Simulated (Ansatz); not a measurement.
# [NH2]− (SMILES [NH2-]) at HF/aug-cc-pVTZ

Aim: the energy change on altering one bond length of [NH2]− at HF/aug-cc-pVTZ, from 2 runs. 

Program for the calculation: Ansatz 0.2.0.

### 1 The system as given

The species is [NH2]− (3 atoms), meant as a singlet with charge -1. SMILES: `[NH2-]`. Geometry: relaxed at PBE0-D4/def2-TZVPD.

Bond lengths: N1–H2 1.027 Å, N1–H3 1.027 Å. Angles: H2–N1–H3 101.8°.

### 2 The energy at HF/aug-cc-pVTZ

Input file in.yaml:

```yaml
crystal:
  periodic: [false, false, false]
  atoms:
    - {symbol: "N", position_ang: [0.342200, -0.203000, 0.168700]}
    - {symbol: H, position_ang: [0.125500, 0.801200, 0.156000]}
    - {symbol: H, position_ang: [-0.467700, -0.598200, -0.324700]}
basis:
  gaussian: {orbitals: aug-cc-pVTZ}
total_charge: -1
hamiltonian: {xc: hf}
accuracy: high
output: {orbitals: {seedname: orbitals}}
```

Command:

```console
$ ansatz run in.yaml --threads 1 --pin off --max-ram 3480MiB --events-out events.jsonl --progress --plain --runs-dir runs
```

The log of the run:

```text
Warning: RAYON_NUM_THREADS=1 ignored (pool sized by the plan → 1); use --threads N
Functional definition: HF
  name "HF"
  exchange = exact_x
  correlation = 0
1355 factors; integrals over basis functions are off by at most 2.9e-9 eV
mean field evaluation 1: about -1511.0263 eV, gradient 1.3e1 eV
mean field evaluation 2: about -1511.0268 eV, gradient 1.3e1 eV
mean field evaluation 4: about -1511.5289 eV, gradient 2.3e0 eV
mean field evaluation 8: about -1511.5499 eV, gradient 1.9e-3 eV
mean field -1511.54989619 eV, -55.5484341198 hartree, gradient 2.1e-8 eV, S^2 0.000000; 0 other end points of the search recorded, 0 dependent functions left out
reference -1511.54989619 eV, -55.5484341198 hartree; 5, 5 occupied and 87, 87 virtual orbitals, 1355 factors
Total energy: -1511.54989619 eV, -55.5484341198 hartree
```

Wall time 1.1 s (1 thread of Arm Neoverse V1, shared host); peak memory 0.15 GiB.

### 3 The distorted shape, same level

Input file input.yaml:

```yaml
crystal:
  periodic: [false, false, false]
  atoms:
    - {symbol: "N", position_ang: [0.374704, -0.353627, 0.170605]}
    - {symbol: H, position_ang: [0.125500, 0.801200, 0.156000]}
    - {symbol: H, position_ang: [-0.435196, -0.748827, -0.322795]}
basis:
  gaussian: {orbitals: aug-cc-pVTZ}
accuracy: high
hamiltonian: {xc: hf}
output: {orbitals: {seedname: orbitals}}
total_charge: -1
```

Command:

```console
$ ansatz run input.yaml --threads 1 --pin off --max-ram 3480MiB --events-out events.jsonl --progress --plain --runs-dir runs
```

The log of the run:

```text
Warning: RAYON_NUM_THREADS=1 ignored (pool sized by the plan → 1); use --threads N
[... 4 set-up lines as earlier in the session ...]
1374 factors; integrals over basis functions are off by at most 3.5e-9 eV
mean field evaluation 1: about -1510.4881 eV, gradient 1.4e1 eV
mean field evaluation 2: about -1510.4888 eV, gradient 1.4e1 eV
mean field evaluation 4: about -1511.1025 eV, gradient 2.2e0 eV
mean field evaluation 8: about -1511.1255 eV, gradient 1.2e-3 eV
mean field -1511.12545475 eV, -55.5328361843 hartree, gradient 2.2e-8 eV, S^2 0.000000; 0 other end points of the search recorded, 0 dependent functions left out
reference -1511.12545475 eV, -55.5328361843 hartree; 5, 5 occupied and 87, 87 virtual orbitals, 1374 factors
Total energy: -1511.12545475 eV, -55.5328361843 hartree
```

Wall time 1.7 s (1 thread of Arm Neoverse V1, shared host); peak memory 0.15 GiB.

### 4 Results

At HF/aug-cc-pVTZ:

```
                                                              quantity         value
                                             first shape: total energy  -55.54843 Eh
                                              first shape: HOMO energy      -1.33 eV
                                              first shape: LUMO energy       4.50 eV
    first shape: HOMO–LUMO gap (to an unbound level, set by the basis)       5.83 eV
                                         distorted shape: total energy  -55.53284 Eh
                                          distorted shape: HOMO energy      -1.51 eV
                                          distorted shape: LUMO energy       4.50 eV
distorted shape: HOMO–LUMO gap (to an unbound level, set by the basis)       6.01 eV
     energy change with the N1–H2 bond stretched from 1.027 to 1.181 Å      0.424 eV
```

What this shows: With the N1–H2 bond stretched from 1.027 to 1.181 Å the energy rises by 0.42 eV (41.0 kJ/mol). The first shape isn't relaxed at this level, so the change isn't measured from a minimum.
